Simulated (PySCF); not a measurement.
PySCF input (PBE/def2-SVP):

```python
import numpy as np, basis_set_exchange as bse
from pyscf import gto, scf, dft, df

basis = {'C': gto.basis.parse(bse.get_basis('def2-SVP', elements=['C'], fmt='nwchem')), 'H': gto.basis.parse(bse.get_basis('def2-SVP', elements=['H'], fmt='nwchem'))}
mol = gto.M(
    atom='''
    C    -0.00000000    0.00000000   -0.00000000
    H     0.62054657    0.62688914    0.63896175
    H    -0.64285838   -0.62489528    0.61852983
    H     0.63693263   -0.63278043   -0.61664082
    H    -0.61462083    0.63078657   -0.64085076
    ''',
    basis=basis,
    charge=0,
    verbose=4,
    max_memory=1839,
)
mf = dft.RKS(mol, xc='pbe')
mf.grids.level = 3
mf = mf.density_fit(auxbasis=df.autoaux(mol))
mf.max_cycle = 100
mf.conv_tol = 1e-4
print('smallest overlap eigenvalue', np.linalg.eigvalsh(mol.intor('int1e_ovlp'))[0])
mf.kernel()
dip = mf.dip_moment()
```

Output:

```
PySCF version 2.14.0

[INPUT] verbose = 4
[INPUT] num. atoms = 5
[INPUT] num. electrons = 10
[INPUT] charge = 0
[INPUT] spin (= nelec alpha-beta = 2S) = 0
[INPUT] symmetry False subgroup None
[INPUT] Mole.unit = angstrom
[INPUT] Symbol           X                Y                Z      unit          X                Y                Z       unit  Magmom
[INPUT]  1 C      0.000000000000   0.000000000000   0.000000000000 AA    0.000000000000   0.000000000000   0.000000000000 Bohr   0.0
[INPUT]  2 H      0.620546570000   0.626889140000   0.638961750000 AA    1.172663064838   1.184648785064   1.207462711573 Bohr   0.0
[INPUT]  3 H     -0.642858380000  -0.624895280000   0.618529830000 AA   -1.214826275082  -1.180880935733   1.168851978574 Bohr   0.0
[INPUT]  4 H      0.636932630000  -0.632780430000  -0.616640820000 AA    1.203628230499  -1.195781709685  -1.165282267027 Bohr   0.0
[INPUT]  5 H     -0.614620830000   0.630786570000  -0.640850760000 AA   -1.161465039153   1.192013860354  -1.211032423119 Bohr   0.0

nuclear repulsion = 13.4453507450257
number of shells = 18
number of NR pGTOs = 52
number of NR cGTOs = 34
basis = {'C': [[0, [1238.4016938, 0.0054568832082], [186.29004992, 0.040638409211], [42.251176346, 0.18025593888], [11.676557932, 0.46315121755], [3.5930506482, 0.44087173314]], [0, [0.40245147363, 1.0]], [0, [0.13090182668, 1.0]], [1, [9.4680970621, 0.038387871728], [2.0103545142, 0.21117025112], [0.54771004707, 0.51328172114]], [1, [0.15268613795, 1.0]], [2, [0.8, 1.0]]], 'H': [[0, [13.010701, 0.019682158], [1.9622572, 0.13796524], [0.44453796, 0.47831935]], [0, [0.12194962, 1.0]], [1, [0.8, 1.0]]]}
ecp = {}
ETB for C: l = 0, exps = 0.26180365336 * 1.8^n , n = 0..13
ETB for C: l = 1, exps = 0.28358796463 * 1.8^n , n = 0..10
ETB for C: l = 2, exps = 0.3053722759 * 1.8^n , n = 0..9
ETB for C: l = 3, exps = 0.95268613795 * 2.2^n , n = 0..1
ETB for H: l = 0, exps = 0.24389924 * 1.8^n , n = 0..8
ETB for H: l = 1, exps = 0.92194962 * 2^n , n = 0..1
ETB for H: l = 2, exps = 1.6 * 2.2^n , n = 0..0
smallest overlap eigenvalue 0.013877133155278321

******** <class 'pyscf.df.df_jk.DFRKS'> ********
method = DFRKS
initial guess = minao
damping factor = 0
level_shift factor = 0
DIIS = <class 'pyscf.scf.diis.CDIIS'>
diis_start_cycle = 1
diis_space = 8
diis_damp = 0
SCF conv_tol = 0.0001
SCF conv_tol_grad = None
SCF max_cycles = 100
direct_scf = False
XC library pyscf.dft.libxc version 7.1.2
    S. Lehtola, C. Steigemann, M. J. T. Oliveira, and M. A. L. Marques,  SoftwareX 7, 1–5 (2018)
XC functionals = pbe
    J. P. Perdew, K. Burke, and M. Ernzerhof,  Phys. Rev. Lett. 77, 3865 (1996)
    J. P. Perdew, K. Burke, and M. Ernzerhof,  Phys. Rev. Lett. 78, 1396 (1997)
    J. P. Perdew, K. Burke, and M. Ernzerhof,  Phys. Rev. Lett. 77, 3865 (1996)
    J. P. Perdew, K. Burke, and M. Ernzerhof,  Phys. Rev. Lett. 78, 1396 (1997)
radial grids:
    Treutler-Ahlrichs [JCP 102, 346 (1995); DOI:10.1063/1.469408] (M4) radial grids

becke partition: Becke, JCP 88, 2547 (1988); DOI:10.1063/1.454033
pruning grids: <function nwchem_prune>
grids dens level: 3
symmetrized grids: False
atomic radii adjust function: <function treutler_atomic_radii_adjust>
small_rho_cutoff = 0
Set gradient conv threshold to 0.01
Initial guess from minao.
tot grids = 53352
init E= -40.2054857379949
  HOMO = -0.435324783508111  LUMO = 0.0222530992784167  gap/eV = 12.45133
cycle= 1 E= -40.3772746955697  delta_E= -0.172  |g|= 0.36  |ddm|= 1.83
  HOMO = -0.268334583073732  LUMO = 0.0845505329859186  gap/eV = 9.60249
cycle= 2 E= -40.3365551280936  delta_E= 0.0407  |g|= 0.524  |ddm|= 0.792
  HOMO = -0.341773733819381  LUMO = 0.0574917718508074  gap/eV = 10.86457
cycle= 3 E= -40.4144062034423  delta_E= -0.0779  |g|= 0.00279  |ddm|= 0.469
  HOMO = -0.342788659020994  LUMO = 0.0564903538071309  gap/eV = 10.86494
cycle= 4 E= -40.4144092306287  delta_E= -3.03e-06  |g|= 0.000348  |ddm|= 0.00572
  HOMO = -0.342740495063334  LUMO = 0.056481563980892  gap/eV = 10.86339
Extra cycle  E= -40.4144092389567  delta_E= -8.33e-09  |g|= 0.000294  |ddm|= 0.000547
converged SCF energy = -40.4144092389567
Dipole moment(X, Y, Z, Debye):  0.00000,  0.00000,  0.00000
```
